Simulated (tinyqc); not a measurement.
Inside a calculation. Method: RHF in the sto-3g basis, for H2O, spin multiplicity 1. One step of it, computed by the program tinyqc.

Question. Iteration 2: diagonalisation and new density. Diagonalise F' = X^T F X, C = X C', fill 5 alpha and 5 beta electrons from the bottom; D = 2 C_occ C_occ^T; the new density keeps 0.7 of the old one (damping). Each column has its largest component positive (the first on a tie).

extrapolated F (hartree), lower triangle:
```
             1O 1s      1O 2s     1O 2px     1O 2py     1O 2pz      2H 1s      3H 1s
1O 1s   -19.527428
1O 2s    -5.012704  -2.144377
1O 2px   -0.013722  -0.004051  -0.026366
1O 2py   -0.011518   0.023438   0.035201  -0.150406
1O 2pz   -0.011140  -0.177761   0.019066   0.024898  -0.119266
2H 1s    -1.211475  -0.936143  -0.039854  -0.334678  -0.302484  -0.449518
3H 1s    -1.091670  -0.853762  -0.025852   0.305417  -0.268632  -0.331101  -0.377083
```

X:
```
                1          2          3         4          5          6         7
1O 1s   -0.299936   0.064880   0.758760  0.000000  -0.614222  -0.002969  0.153242
1O 2s    1.173351  -0.199235  -0.289004  0.000000  -0.291310  -0.006929  0.425141
1O 2px   0.000000   0.000000   0.000000  1.000000   0.000000   0.000000  0.000000
1O 2py   0.191581   0.922244  -0.001282  0.000000   0.007670   0.685395  0.010931
1O 2pz   0.523977  -0.092437   0.647064  0.000000   0.650661  -0.007782  0.190113
2H 1s   -0.922535  -0.719907  -0.152434  0.000000   0.124590   0.358601  0.383340
3H 1s   -0.549942   0.980388  -0.158664  0.000000   0.127068  -0.383369  0.365388
```

D after iteration 1, lower triangle:
```
            1O 1s      1O 2s     1O 2px     1O 2py     1O 2pz      2H 1s     3H 1s
1O 1s    1.890772
1O 2s   -0.625431   2.529345
1O 2px   0.280184  -0.568173   1.284539
1O 2py   0.199099  -0.450080  -0.598465   1.930557
1O 2pz  -0.174709   0.053006  -0.235408  -0.229346   1.873763
2H 1s    0.120180  -0.865521   0.298631  -0.548779  -0.310857   2.364794
3H 1s   -0.181358  -1.151644   0.247195   0.864978  -0.735757  -0.174135  1.787064
```

overlap S, lower triangle:
```
           1O 1s     1O 2s    1O 2px     1O 2py    1O 2pz     2H 1s     3H 1s
1O 1s   1.000000
1O 2s   0.236704  1.000000
1O 2px  0.000000  0.000000  1.000000
1O 2py  0.000000  0.000000  0.000000   1.000000
1O 2pz  0.000000  0.000000  0.000000   0.000000  1.000000
2H 1s   0.056380  0.486942  0.000000   0.321488  0.237603  1.000000
3H 1s   0.051104  0.459821  0.000000  -0.309772  0.229184  0.241294  1.000000
```

Give: F' = X^T F X; orbital energies; coefficients C; D after iteration 2.

Answer.

F' = X^T F X (hartree), lower triangle:
```
         1        2        3        4        5        6        7
1   0.3493
2   0.2127   0.7290
3   1.4112  -0.3571  -8.7562
4   0.0671   0.0340   0.0132  -0.0264
5  -1.0708   0.3303   8.7388   0.0140  -8.9469
6   0.0631   0.1039   0.0497   0.0197  -0.0473  -0.4185
7   0.1623  -0.0404  -3.7816  -0.0245   3.9450   0.0197  -2.6586
```

orbital energies (hartree): MO1 -19.5373, MO2 -1.0136, MO3 -0.4308, MO4 -0.1539, MO5 -0.0340, MO6 0.5771, MO7 0.8642

coefficients C:
```
            MO1      MO2      MO3      MO4      MO5      MO6      MO7
1O 1s    0.9937  -0.2265   0.0071   0.1161   0.0129   0.1182   0.0649
1O 2s    0.0285   0.7958  -0.0519  -0.5706  -0.0857  -0.7824  -0.4287
1O 2px   0.0007   0.0099  -0.0325   0.0149   0.9941  -0.0639  -0.0796
1O 2py   0.0007  -0.0265   0.5979  -0.0250  -0.0269   0.4049  -0.9131
1O 2pz   0.0037   0.1761  -0.0004   0.7831  -0.0804  -0.6367  -0.3243
2H 1s   -0.0067   0.2038   0.4734   0.2512   0.1210   0.3617   1.0997
3H 1s   -0.0063   0.1524  -0.4206   0.2577   0.0176   1.0751  -0.4034
```

D after iteration 2, lower triangle:
```
          1O 1s    1O 2s   1O 2px   1O 2py   1O 2pz    2H 1s   3H 1s
1O 1s    1.9550
1O 2s   -0.5696   2.3524
1O 2px   0.2038  -0.4482   1.4929
1O 2py   0.1440  -0.3364  -0.4470   1.5671
1O 2pz  -0.0901  -0.1427  -0.2047  -0.1739   1.7021
2H 1s    0.0729  -0.6156   0.2754  -0.2233  -0.0840   1.8614
3H 1s   -0.1351  -0.8095   0.1950   0.4480  -0.3786  -0.1826  1.4111
```
